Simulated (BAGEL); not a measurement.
# A workflow on BH2Cl (SMILES BCl)

Wanted: a single-point energy (HF/6-31G*), then a single-point energy (NEVPT2(2,2)/6-31G*), then a single-point energy (CASPT2(2,2)/6-31G*) of BH2Cl. 

Program for the calculation: BAGEL 1.2.2.

2 further runs of the same task are left out: 2 set aside as unsound or not needed.

### 1 Starting point

BH2Cl has 4 atoms, charge 0, and is taken as a singlet. SMILES: `BCl`. The coordinates come from a PBE0-D4/def2-TZVP relaxation.

Bond lengths: B1–Cl2 1.733 Å, B1–H3 1.190 Å, B1–H4 1.190 Å. Angles: Cl2–B1–H3 118.1°, Cl2–B1–H4 118.1°, H3–B1–H4 123.7°.

### 2 A single-point energy at HF/6-31G(d) (density fitting with svp-jkfit, spherical functions) (run 1)

Input file input.json:

```json
{ "bagel": [

{
  "title": "molecule",
  "basis": "6-31gs.json",
  "df_basis": "svp-jkfit",
  "geometry": [
    { "atom": "B", "xyz": [ -0.22053104,  0.04100706, -0.14229638 ] },
    { "atom": "Cl", "xyz": [  2.57947616, -0.74700874,  1.36287048 ] },
    { "atom": "H", "xyz": [ -2.09041504, -1.05730177,  0.45429016 ] },
    { "atom": "H", "xyz": [ -0.16365028,  1.64935296, -1.71322570 ] }
  ]
},
{ "title": "hf" },
{ "title": "print", "file": "orbitals.molden", "orbitals": "true" }

]}
```

The basis set 6-31G* is read from a file made from the Basis Set Exchange's data (not shown).

The run is started by

```
$ BAGEL_NUM_THREADS=1 BAGEL input.json > input.out
```

The log of the run:

```text
* using 1 threads per process

  ===============================================================
  ===============================================================

  *** Geometry ***

  { "atom" : "B", "xyz" : [     -0.220531,      0.041007,     -0.142296 ] },
  { "atom" : "Cl", "xyz" : [      2.579476,     -0.747009,      1.362870 ] },
  { "atom" : "H", "xyz" : [     -2.090415,     -1.057302,      0.454290 ] },
  { "atom" : "H", "xyz" : [     -0.163650,      1.649353,     -1.713226 ] },

  Number of auxiliary basis functions:      239

  Since a DF basis is specified, we compute 2- and 3-index integrals:
    o Being stored without compression. Storage requirement is 0.002 GB

  Number of basis functions:       36
  Number of electrons      :       24

    * METHOD: MOLECULE                             0.04

  *** RHF ***

  === Nuclear Repulsion ===
    37.7830159808

      * DIIS with orbital gradients will be used.

  === RHF iteration (6-31gs.json) ===
      0       -485.32167029          0.01222697           0.00
      1       -485.34602157          0.00386739           0.00
      2       -485.34845209          0.00134817           0.00
      3       -485.34880839          0.00018254           0.00
      4       -485.34881762          0.00006656           0.00
      5       -485.34881906          0.00001694           0.00
      6       -485.34881916          0.00000434           0.00
      7       -485.34881917          0.00000070           0.00
      8       -485.34881917          0.00000022           0.00
      9       -485.34881917          0.00000007           0.00
     10       -485.34881917          0.00000001           0.00
     11       -485.34881917          0.00000000           0.00
    * SCF iteration converged.

    * Permanent dipole moment:
           (    0.369960,    -0.104165,     0.198928) a.u.

    * METHOD: HF                                   0.09

    * METHOD: PRINT                                0.00

  ===============================================================
```

Run time: 0.36 s. Hardware: 1 thread of Arm Neoverse V2, shared host; peak memory 0.14 GiB.

### 3 The energy at NEVPT2(2,2)/6-31G(d) (density fitting with svp-jkfit, spherical functions) (run 2)

input.json, as its differences from that of step 2:

```diff
@@ -6,2 +6,3 @@
   "df_basis": "svp-jkfit",
+  "angstrom": false,
   "geometry": [
@@ -14,3 +15,4 @@
 { "title": "hf" },
-{ "title": "print", "file": "orbitals.molden", "orbitals": "true" }
+{ "title": "nevpt2", "nstate": 1, "nact": 2, "nclosed": 11, "active": [9, 15], "maxiter": 200, "natocc": true, "ncore": 6 },
+{ "title": "print", "file": "orbitals.molden", "orbitals": true }
```

The basis set 6-31G* is read from a file made from the Basis Set Exchange's data (not shown).

The run is started by

```
$ BAGEL_NUM_THREADS=1 BAGEL input.json > input.out
```

The log of the run:

```text
* using 1 threads per process

  ===============================================================
  ===============================================================

  *** Geometry ***

  { "atom" : "B", "xyz" : [     -0.220531,      0.041007,     -0.142296 ] },
  { "atom" : "Cl", "xyz" : [      2.579476,     -0.747009,      1.362870 ] },
  { "atom" : "H", "xyz" : [     -2.090415,     -1.057302,      0.454290 ] },
  { "atom" : "H", "xyz" : [     -0.163650,      1.649353,     -1.713226 ] },

  Number of auxiliary basis functions:      239

  Since a DF basis is specified, we compute 2- and 3-index integrals:
    o Being stored without compression. Storage requirement is 0.002 GB

  Number of basis functions:       36
  Number of electrons      :       24

    * METHOD: MOLECULE                             0.04

  *** RHF ***

  === Nuclear Repulsion ===
    37.7830159808

      * DIIS with orbital gradients will be used.

  === RHF iteration (6-31gs.json) ===
      0       -485.32167029          0.01222697           0.00
      1       -485.34602157          0.00386739           0.00
      2       -485.34845209          0.00134817           0.00
      3       -485.34880839          0.00018254           0.00
      4       -485.34881762          0.00006656           0.00
      5       -485.34881906          0.00001694           0.00
      6       -485.34881916          0.00000434           0.00
      7       -485.34881917          0.00000070           0.00
      8       -485.34881917          0.00000022           0.00
      9       -485.34881917          0.00000007           0.00
     10       -485.34881917          0.00000001           0.00
     11       -485.34881917          0.00000000           0.00
    * SCF iteration converged.

    * Permanent dipole moment:
           (    0.369960,    -0.104165,     0.198928) a.u.

    * METHOD: HF                                   0.09

    * freezing 6 orbitals
  ---------------------------
      CASSCF calculation
  ---------------------------

    ==== Active orbitals : =====
         Orbital 9
         Orbital 15
    ============================

    * nstate   :      1
    * nclosed  :     11
    * nact     :      2
    * nvirt    :     23
  === CASSCF iteration (6-31gs.json) ===

    * Using the second-order algorithm

      0  0      -485.34949503     3.08e-04      0.00

      1  0      -485.35369669     1.13e-03      0.02

      2  0      -485.35388263     6.63e-05      0.03

      3  0      -485.35388422     1.21e-05      0.03

      4  0      -485.35388426     1.85e-06      0.03

      5  0      -485.35388426     2.80e-07      0.03

      6  0      -485.35388426     4.26e-08      0.03

      7  0      -485.35388426     6.43e-09      0.02

    * Second-order optimization converged. *

     guess   0:   closed 1.                   open ..

  === FCI iteration ===

      0  0      -485.34868870     4.61e-02      0.00
      1  0      -485.35388426     1.55e-07      0.00
      2  0 *    -485.35388426     4.21e-16      0.00

     * ci vector, state   0, <S^2> = 0.0000
       2.     0.9984160456
       .2    -0.0562618874

  === DF-NEVPT2 calculation ===

    * 3-index integral transformation done
    * assembly done

      NEVPT2 correlation energy:   -0.1985429545      0.01

          (+0)     -0.1550838458
          (+0)'    -0.0101694916
          (+1)     -0.0018942332
          (+1)'    -0.0000000000
          (+2)     -0.0019158512
          (-1)     -0.0228728380
          (-1)'     0.0000000000
          (-2)     -0.0066066947

      NEVPT2 total energy:       -485.5524272150

    * METHOD: NEVPT2                               0.22

    * METHOD: PRINT                                0.00

  ===============================================================
```

Run time: 0.58 s. Hardware: 1 thread of Arm Neoverse V2, shared host; peak memory 0.14 GiB.

### 4 The energy at CASPT2(2,2)/6-31G(d) (density fitting with svp-jkfit, spherical functions) (run 3)

Input file caspt2.json:

```json
{ "bagel": [

{
  "title": "molecule",
  "basis": "6-31gs.json",
  "df_basis": "svp-jkfit",
  "angstrom": false,
  "geometry": [
    { "atom": "B", "xyz": [ -0.22053104,  0.04100706, -0.14229638 ] },
    { "atom": "Cl", "xyz": [  2.57947616, -0.74700874,  1.36287048 ] },
    { "atom": "H", "xyz": [ -2.09041504, -1.05730177,  0.45429016 ] },
    { "atom": "H", "xyz": [ -0.16365028,  1.64935296, -1.71322570 ] }
  ]
},
{
  "title": "hf"
},
{
  "title": "casscf",
  "nstate": 1,
  "nact": 2,
  "nclosed": 11,
  "active": [9, 15],
  "maxiter": 200,
  "natocc": true
},
{
  "title": "print",
  "file": "orbitals.molden",
  "orbitals": true
},
{
  "title": "smith",
  "method": "caspt2",
  "ms": true,
  "xms": true,
  "sssr": true,
  "shift": 0.2,
  "shift_imag": true,
  "ncore": 6
}

]}
```

The basis set 6-31G* is read from a file made from the Basis Set Exchange's data (not shown).

The run is started by

```
$ BAGEL_NUM_THREADS=1 BAGEL caspt2.json > caspt2.out
```

The log of the run:

```text
* using 1 threads per process

  ===============================================================
  ===============================================================

  *** Geometry ***

  { "atom" : "B", "xyz" : [     -0.220531,      0.041007,     -0.142296 ] },
  { "atom" : "Cl", "xyz" : [      2.579476,     -0.747009,      1.362870 ] },
  { "atom" : "H", "xyz" : [     -2.090415,     -1.057302,      0.454290 ] },
  { "atom" : "H", "xyz" : [     -0.163650,      1.649353,     -1.713226 ] },

  Number of auxiliary basis functions:      239

  Since a DF basis is specified, we compute 2- and 3-index integrals:
    o Being stored without compression. Storage requirement is 0.002 GB

  Number of basis functions:       36
  Number of electrons      :       24

    * METHOD: MOLECULE                             0.04

  *** RHF ***

  === Nuclear Repulsion ===
    37.7830159808

      * DIIS with orbital gradients will be used.

[... 6 lines left out ...]
    * SCF iteration converged.
[... 1 line left out ...]
    * Permanent dipole moment:
[... 27 lines left out ...]
    * Second-order optimization converged. *
[... 9 lines left out ...]
     * ci vector, state   0, <S^2> = 0.0000
[... 16 lines left out ...]
    * Zeroth order energy : state  0       -1.0233171304
[... 3 lines left out ...]
      -------------------------------------------  CASPT2 iteration  ---------------------------------------------------
       #      aibj      arbs      arbi      airj      risj      airs      arst      rist         Etot      error   time
      ------------------------------------------------------------------------------------------------------------------

       0  -0.15420  -0.00776  -0.02261  -0.00174  -0.00214  -0.00843  -0.00000   0.00000   -0.1968793  0.0027758   0.01
       1  -0.15435  -0.00778  -0.02266  -0.00180  -0.00225  -0.00858  -0.00000  -0.00000   -0.1974255  0.0004362   0.01
       2  -0.15436  -0.00779  -0.02264  -0.00179  -0.00227  -0.00860  -0.00000   0.00000   -0.1974447  0.0000955   0.01
       3  -0.15436  -0.00779  -0.02265  -0.00179  -0.00227  -0.00860  -0.00000   0.00000   -0.1974454  0.0000154   0.01
       4  -0.15436  -0.00779  -0.02265  -0.00179  -0.00227  -0.00860   0.00000   0.00000   -0.1974454  0.0000024   0.01
       5  -0.15436  -0.00779  -0.02265  -0.00179  -0.00227  -0.00860   0.00000   0.00000   -0.1974454  0.0000004   0.01

      ------------------------------------------------------------------------------------------------------------------

    * CASPT2 energy : state  0     -485.5525399017
        w/o shift correction       -485.5513297075
        reference weight              0.9311995107

    * METHOD: SMITH                                0.06

  ===============================================================
```

Wall time 0.62 s (1 thread of Arm Neoverse V2, shared host); peak memory 0.14 GiB.

### 5 Results

```
                               quantity          value
         run 1, HF/6-31G*: total energy  -485.34882 Eh
        run 1, HF/6-31G*: dipole moment         1.10 D
          run 1, HF/6-31G*: HOMO energy      -11.94 eV
          run 1, HF/6-31G*: LUMO energy        2.28 eV
        run 1, HF/6-31G*: HOMO–LUMO gap       14.22 eV
run 2, NEVPT2(2,2)/6-31G*: total energy  -485.55243 Eh
run 3, CASPT2(2,2)/6-31G*: total energy  -485.55254 Eh
```
